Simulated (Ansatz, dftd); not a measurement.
Reaction: C2H6O (ethanol, SMILES CCO) → C2H5O (SMILES C[CH]O, doublet) + H (doublet) (the C-H bond breaks)
Each species at its own B3LYP-D3(BJ)/def2-TZVP minimum (Ansatz, an electronic-structure program), one conformer.

Wanted: bond dissociation energy (electronic), in kcal/mol. Open shells are spin-unrestricted; no spin-orbit coupling. Cores are frozen in correlated methods. Rows without X2C or -DK are non-relativistic. CBS(X,Y): correlation extrapolated as X^-3, Hartree-Fock from the larger set. A bracket is a step between two methods taken in the basis named. The functionals are non-relativistic, so their misses hold any scalar relativity. Double hybrids freeze cores in their MP2 part. '+ core + X2C': CCSD(T) terms for core correlation (cc-pwCVTZ) and scalar relativity (cc-pVTZ-DK). Where a partner has so few electrons that a lower coupled-cluster level is exact, that level stands in.

Compared with CCSD(T)/CBS(cc-pVTZ,cc-pVQZ) + [CCSDT(Q) - CCSD(T)]/cc-pVDZ + core + X2C (Ansatz): 102.3 kcal/mol.

Costs are rough ratios of core time, to one figure, on one kind of shared machine, summed over the single points of the molecules; atoms, geometries and frequencies are left out. The first row took roughly 10 core seconds; short runs hold start-up time.

```json
[
 {"level": "PBE-D4/def2-TZVPD", "program": "Ansatz + dftd4", "cost relative to the first row": "1", "difference (kcal/mol)": "-6.3"},
 {"level": "r2SCANh/def2-TZVPD", "program": "Ansatz", "cost relative to the first row": "2", "difference (kcal/mol)": "-6.7"},
 {"level": "B2PLYP/def2-TZVPD", "program": "Ansatz", "cost relative to the first row": "2", "difference (kcal/mol)": "-3.6"},
 {"level": "B2GP-PLYP-D3(BJ)/def2-TZVPD", "program": "Ansatz + dftd3", "cost relative to the first row": "2", "difference (kcal/mol)": "-3.1"},
 {"level": "B2GP-PLYP-D4/def2-TZVPD", "program": "Ansatz + dftd4", "cost relative to the first row": "2", "difference (kcal/mol)": "-3.1"},
 {"level": "wB97M-V/def2-TZVPD", "program": "Ansatz", "cost relative to the first row": "3", "difference (kcal/mol)": "-1.6"},
 {"level": "CCSDT(Q)/cc-pVDZ", "program": "Ansatz", "cost relative to the first row": "200", "difference (kcal/mol)": "-4.9"}
]
```

The dearest row costs roughly 200 times the first. Costs within a factor of two don't rank. The table holds for this case alone.
